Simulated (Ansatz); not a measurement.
**Structure relaxation of Ga2Cl3**

The calculation used Ansatz 0.2.0, DFT PBE, scalar-relativistic, plane waves, PAW. Cutoff 420 eV, Γ-centred k mesh, Gaussian smearing, no spin polarisation in the final step.

Ga2Cl3 was placed on the A-type sesquioxide structure type (P-3m1, No. 164), with Ga in place of La, Cl in place of O, at a guessed volume.

```
CELL_PARAMETERS angstrom
4.34253 0.00000 0.00000
-2.17127 3.76074 0.00000
0.00000 0.00000 6.75627
ATOMIC_POSITIONS crystal
Ga 0.33333 0.66667 0.24500
Ga 0.66667 0.33333 0.75500
Cl 0.00000 0.00000 0.00000
Cl 0.33333 0.66667 0.64500
Cl 0.66667 0.33333 0.35500
```

Cell and atoms relax at zero pressure; the relaxation can't lower the symmetry of the start. After a coarse first stage the cell is made exact in the group found at 0.06 Å.

Energies over the elements count from the elements' standard structures at the same level (Cl₂ as a molecule), with no empirical corrections.

(1) Describe the relaxed structure.

(2) What are its volume, energy, density and gap?

## Answers

(1) It keeps P-3m1 (No. 164), but not the shape of the type it started on. Conventional cell: a = 4.151 Å, c = 9.542 Å. Ga has 3 Cl at 2.69 Å and 3 Cl at 2.94 Å; around Cl on Wyckoff site a (1 atom of the primitive cell) lie 6 Ga at 2.94 Å; Cl on Wyckoff site d (2 atoms of the primitive cell) has 3 Ga at 2.69 Å.

```cif
data_structure
_symmetry_space_group_name_H-M 'P-3m1'
_symmetry_Int_Tables_number 164
_cell_length_a 4.1509
_cell_length_b 4.1509
_cell_length_c 9.5417
_cell_angle_alpha 90.000
_cell_angle_beta 90.000
_cell_angle_gamma 120.000
_cell_volume 142.37
loop_
_atom_site_label
_atom_site_type_symbol
_atom_site_symmetry_multiplicity
_atom_site_Wyckoff_symbol
_atom_site_fract_x
_atom_site_fract_y
_atom_site_fract_z
_atom_site_occupancy
Ga1 Ga 2 d 0.33333 0.66667 0.17843 1
Cl1 Cl 1 a 0.00000 0.00000 0.00000 1
Cl2 Cl 2 d 0.33333 0.66667 0.69423 1
```

(2) The volume per atom is 28.5 Å³ and the density is 2.9 g/cm³. The energy over the elements is -0.70 eV/atom and the gap on the 12×12×4 mesh is 0 eV (a metal).

The final run used a 12×12×4 mesh on its 5-atom cell and 0.10 eV smearing. The k mesh leaves about 4 meV/atom of noise in metals. Weakly bound directions are ill-defined at this level, which has no dispersion term. A structure relaxed within its symmetry needn't be a true minimum.

Cost: 3 runs of about 3.7 core-minutes in all, on Arm Neoverse V1 (shared hosts).